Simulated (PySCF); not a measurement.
# LiSi: everyday levels beside a composite calculation

PySCF; the state is a quartet (σ ↑, π ↑↑). The composite is CCSD(T) extrapolated to the basis-set limit from two correlation-consistent sets, with core-valence (CV) and scalar-relativistic (SR) terms as its label shows; it has no spin–orbit coupling and nothing beyond (T). Here it is CCSD(T)/CBS(TQ)+CV+SR. It gives Re = 2.368 Å, ωe = 456 cm⁻¹ and De = 1.88 eV to Li + Si.

| level | basis | relativity | Re (Å) | ωe (cm⁻¹) | De (eV) |
| --- | --- | --- | --- | --- | --- |
| UHF | STO-3G | no relativity | 2.068 | 745 | 2.36 |
| UHF | x2c-SVPall | spin-free X2C | 2.392 | 450 | 1.25 |
| UHF-MP2 | STO-3G | no relativity | 2.096 | 718 | 2.78 |
| UHF-CCSD(T) | x2c-SVPall | spin-free X2C | 2.376 | 451 | 1.53 |
| UHF-CCSD(T) | jorge-DZP-DKH | spin-free X2C | 2.408 | 445 | 1.66 |
| r²SCAN | STO-3G | no relativity | 2.121 | 679 | 3.48 |
| r²SCAN | x2c-SVPall | spin-free X2C | 2.379 | 447 | 1.95 |
| r²SCANh | def2-TZVPP | no relativity | 2.377 | 452 | 1.92 |
| PBE0 | def2-TZVPP | no relativity | 2.363 | 454 | 1.79 |
| HSE06 | jorge-DZP-DKH | spin-free X2C | 2.390 | 442 | 1.76 |

**Question.** Give the difference of each row from the composite.

**Answer.** 

```json
{"level": "UHF", "basis": "STO-3G", "ΔRe (pm)": "-30.0", "Δωe (%)": "+63.4", "ΔDe (eV)": "+0.48"}
{"level": "UHF", "basis": "x2c-SVPall", "ΔRe (pm)": "+2.4", "Δωe (%)": "-1.3", "ΔDe (eV)": "-0.63"}
{"level": "UHF-MP2", "basis": "STO-3G", "ΔRe (pm)": "-27.2", "Δωe (%)": "+57.5", "ΔDe (eV)": "+0.90"}
{"level": "UHF-CCSD(T)", "basis": "x2c-SVPall", "ΔRe (pm)": "+0.8", "Δωe (%)": "-1.1", "ΔDe (eV)": "-0.35"}
{"level": "UHF-CCSD(T)", "basis": "jorge-DZP-DKH", "ΔRe (pm)": "+4.0", "Δωe (%)": "-2.4", "ΔDe (eV)": "-0.22"}
{"level": "r²SCAN", "basis": "STO-3G", "ΔRe (pm)": "-24.7", "Δωe (%)": "+48.9", "ΔDe (eV)": "+1.60"}
{"level": "r²SCAN", "basis": "x2c-SVPall", "ΔRe (pm)": "+1.1", "Δωe (%)": "-2.0", "ΔDe (eV)": "+0.07"}
{"level": "r²SCANh", "basis": "def2-TZVPP", "ΔRe (pm)": "+0.9", "Δωe (%)": "-0.9", "ΔDe (eV)": "+0.04"}
{"level": "PBE0", "basis": "def2-TZVPP", "ΔRe (pm)": "-0.5", "Δωe (%)": "-0.4", "ΔDe (eV)": "-0.09"}
{"level": "HSE06", "basis": "jorge-DZP-DKH", "ΔRe (pm)": "+2.2", "Δωe (%)": "-3.1", "ΔDe (eV)": "-0.12"}
```

**Question.** Which rows come closest in De?

**Answer.** r²SCANh in def2-TZVPP (+0.04 eV), counted from the composite.

Correlated steps freeze the inner cores (5 to 6 orbitals); shallow outer-core shells are correlated. Correlated levels converge slowly with the basis: in double zeta they bind strong bonds too weakly, by up to about 1 eV, and carry superposition errors of some tenths. STO-3G is very small, so such numbers show the basis as much as the molecule. The state was picked by a PBE0 search and need not be the measured ground state.
